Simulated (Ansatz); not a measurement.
# C2H6B: the cost of one run

The runs use Ansatz 0.2.0, Gaussian basis; PBE0-D4, def2-SVP first, then def2-TZVP.

77 further runs of the same task are left out: 1 that didn't finish, 76 set aside as unsound or not needed.

**1. The starting structure**

The guess: 9 atoms, charge 0, spin multiplicity 2.

Atoms are counted from 1 here; the program's logs count them from 0.

Bond lengths: B2–C4 1.649 Å, B2–H5 1.174 Å, B2–H6 1.175 Å, C3–C4 1.428 Å, C3–H7 1.074 Å, C4–H8 1.084 Å, C4–H9 1.084 Å. Angles: C4–B2–H5 120.2°, C4–B2–H6 112.9°, H5–B2–H6 120.1°, C4–C3–H7 123.7°, B2–C4–C3 73.2°, B2–C4–H8 123.1°, B2–C4–H9 111.4°, C3–C4–H8 116.0°, C3–C4–H9 117.5°, H8–C4–H9 111.3°.

As a file:

```csv
atom,x (Å),y (Å),z (Å)
H1,-0.6835,-0.7288,-1.0502
B2,0.1752,-0.8701,0.1945
C3,-0.2940,0.5842,-0.8351
C4,-0.0677,0.7175,0.5684
H5,1.2481,-1.2515,-0.0906
H6,-0.5814,-1.5883,0.7342
H7,0.4042,0.9068,-1.5854
H8,0.7343,1.3856,0.8590
H9,-0.9353,0.8446,1.2052
```

Distances that are to change: H1–C3 1.39 Å, H1–B2 1.52 Å.

**2. Relaxing the guess with the reacting distances held**

Input file hold/in.yaml:

```yaml
crystal:
  periodic: [false, false, false]
  atoms:
    - {symbol: H, position_ang: [-0.683500, -0.728800, -1.050200]}
    - {symbol: B, position_ang: [0.175200, -0.870100, 0.194500]}
    - {symbol: C, position_ang: [-0.294000, 0.584200, -0.835100]}
    - {symbol: C, position_ang: [-0.067700, 0.717500, 0.568400]}
    - {symbol: H, position_ang: [1.248100, -1.251500, -0.090600]}
    - {symbol: H, position_ang: [-0.581400, -1.588300, 0.734200]}
    - {symbol: H, position_ang: [0.404200, 0.906800, -1.585400]}
    - {symbol: H, position_ang: [0.734300, 1.385600, 0.859000]}
    - {symbol: H, position_ang: [-0.935300, 0.844600, 1.205200]}
basis:
  gaussian: {orbitals: def2-SVP}
magnetization: {spin_polarized: true, initial_magnetization: 1}
hamiltonian: {xc: pbe0, dispersion: d4}
relax: {f_tol: 0.08, max_steps: 120, escape_saddle: false, constraints: [{distance: [0, 2]}, {distance: [0, 1]}]}
```

Command:

```bash
$ ansatz run in.yaml --threads 2 --pin off --events-out ev --progress --plain --max-ram 4352MiB
```

**Question.** How long does this run take on 2 threads of Intel Xeon Platinum 8175M at 2.50GHz, shared host?

About 12 s.
